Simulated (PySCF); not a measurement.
SCF from a fresh guess for singlet SF₃⁻, at the PBE0 minimum. PySCF input:

```python
from pyscf import gto, scf, dft
mol = gto.M(atom='''
S     -0.000000    -0.810830    -0.000000
F      0.643770    -0.012040     1.266970
F      0.643770    -0.012040    -1.266970
F     -1.287540     1.388610     0.000000''',
    basis={'S': 'def2-SVPD', 'F': 'def2-SVPD'},
    charge=-1, spin=0)
mf = dft.RKS(mol, xc='PBE0')
mf.grids.atom_grid = (50, 194)
aux = {'S': 'def2-universal-JKFIT', 'F': 'def2-universal-JKFIT'}
mf = mf.density_fit(auxbasis=aux)
mf.conv_tol = 1e-08
mf.diis_space = 10
mf.max_cycle = 60
mf.init_guess = 'minao'
mf.verbose = 4
mf.kernel()
```

Excerpt of the output (cycles and frontier levels):

```
init E= -696.942952272303
  HOMO = -0.23290985780975  LUMO = -0.0951405168661124  gap/eV = 3.74889
cycle= 1 E= -696.729881904647  delta_E= 0.213  |g|= 0.943  |ddm|= 2.01
  HOMO = 0.146703594489972  LUMO = 0.198337980472376  gap/eV = 1.40504
cycle= 2 E= -685.437967830999  delta_E= 11.3  |g|= 3.65  |ddm|= 9.78
  HOMO = -0.0243254650725349  LUMO = 0.14595324560073  gap/eV = 4.63352
cycle= 3 E= -696.769337911742  delta_E= -11.3  |g|= 0.855  |ddm|= 9.73
  HOMO = -0.0374558353490699  LUMO = 0.12781656097878  gap/eV = 4.49729
cycle= 4 E= -696.882375624766  delta_E= -0.113  |g|= 0.342  |ddm|= 0.498
  HOMO = -0.039520691168331  LUMO = 0.0930317761038064  gap/eV = 3.60694
cycle= 5 E= -696.913508658792  delta_E= -0.0311  |g|= 0.119  |ddm|= 0.428
  HOMO = -0.0229019353942741  LUMO = 0.107581131832496  gap/eV = 3.55063
cycle= 6 E= -696.916398949545  delta_E= -0.00289  |g|= 0.0329  |ddm|= 0.143
  HOMO = -0.0280191345939356  LUMO = 0.107155850567027  gap/eV = 3.67830
cycle= 7 E= -696.916613212418  delta_E= -0.000214  |g|= 0.0031  |ddm|= 0.0276
  HOMO = -0.0280586917328396  LUMO = 0.107506176200907  gap/eV = 3.68891
cycle= 8 E= -696.916615123398  delta_E= -1.91e-06  |g|= 0.00188  |ddm|= 0.00467
  HOMO = -0.0282709235925562  LUMO = 0.107631980068609  gap/eV = 3.69811
cycle= 9 E= -696.916615929657  delta_E= -8.06e-07  |g|= 0.000431  |ddm|= 0.00219
  HOMO = -0.0283063948498836  LUMO = 0.107658651640283  gap/eV = 3.69980
cycle= 10 E= -696.916615975608  delta_E= -4.6e-08  |g|= 0.000127  |ddm|= 0.00053
  HOMO = -0.0283304570680798  LUMO = 0.107656307752952  gap/eV = 3.70039
cycle= 11 E= -696.91661597945  delta_E= -3.84e-09  |g|= 1.65e-05  |ddm|= 0.00017
  HOMO = -0.0283249624088584  LUMO = 0.107658541415717  gap/eV = 3.70030
Extra cycle  E= -696.916615979471  delta_E= -2.09e-11  |g|= 1.74e-05  |ddm|= 3.66e-05
converged SCF energy = -696.916615979471
```

No lower solution of this spin was found by a stability analysis within the restricted form, which does not test spin polarisation.

The search for the lowest solution, with the stability check, took 6.5 s on 2 threads of a shared Arm Neoverse N1 host, with 96 basis functions; the process peaked at 0.34 GiB. Launch command: `OMP_NUM_THREADS=2 python axn.py task.json out`.
